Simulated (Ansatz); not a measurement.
```yaml
crystal:
  periodic: [false, false, false]
  atoms:
    - {symbol: Mg, position_ang: [-0.001956, 0.002663, 0.000125]}
    - {symbol: O, position_ang: [-1.474361, -1.083109, -0.158307]}
    - {symbol: O, position_ang: [1.476317, 1.080456, 0.158172]}
basis:
  gaussian: {orbitals: cc-pVTZ}
total_charge: -2
hamiltonian: {xc: {name: r2SCAN0}, dispersion: d3bj}
scf: {omitted_lower_state_checks: [starts]}
output: {forces: true}
```

```sh
$ ansatz run in.yaml --threads 4 --pin off --events-out ev --progress --plain --max-ram 3916MiB
```

It prints (some lines left out):

```
Warning: the engine holds no damping parameters fitted to this dispersion correction and functional, so the run takes those fitted to r2scan0 beside the three-body term, which d3bj leaves out (hamiltonian.dispersion, under Limitations)
Functional definition: r2SCAN0
622 factors; their error is unknown
mean field evaluation 1: about -9516.1191 eV, gradient 8.3e1 eV
mean field evaluation 2: about -9485.8350 eV, gradient 1.7e2 eV
mean field evaluation 4: about -9531.5977 eV, gradient 2.0e0 eV
mean field evaluation 8: about -9531.6100 eV, gradient 5.8e-2 eV
mean field evaluation 16: about -9531.6958 eV, gradient 1.4e-5 eV
mean field -9531.69579842 eV, -350.2833597765 hartree, gradient 1.4e-5 eV, S^2 0.000000; 0 other end points of the search recorded, 0 dependent functions left out
reference -9531.69580700 eV, -350.2833600919 hartree; 15, 15 occupied and 79, 79 virtual orbitals, 622 factors
Total energy: -9531.70481549 eV, -350.2836911475 hartree
Atom 0 at    -0.001956     0.002663     0.000125 Å, force     0.007492    -0.010663    -0.000531 eV/Å
Atom 1 at    -1.474361    -1.083109    -0.158307 Å, force     0.292995     0.222915     0.032093 eV/Å
Atom 2 at     1.476317     1.080456     0.158172 Å, force    -0.300487    -0.212253    -0.031562 eV/Å
Dipole moment:    -0.001074     0.001464     0.000071 e Å
Checks for a lower state left out: starts
```

It took 1.1 s on 4 threads of Arm Neoverse V1 on a shared host.

A multiply charged anion in the gas phase is held together partly by the finite basis. The highest occupied level of an anion often lies above zero with these methods, and sets without diffuse functions describe the outer electron poorly.

The dipole of an ion depends on the origin.
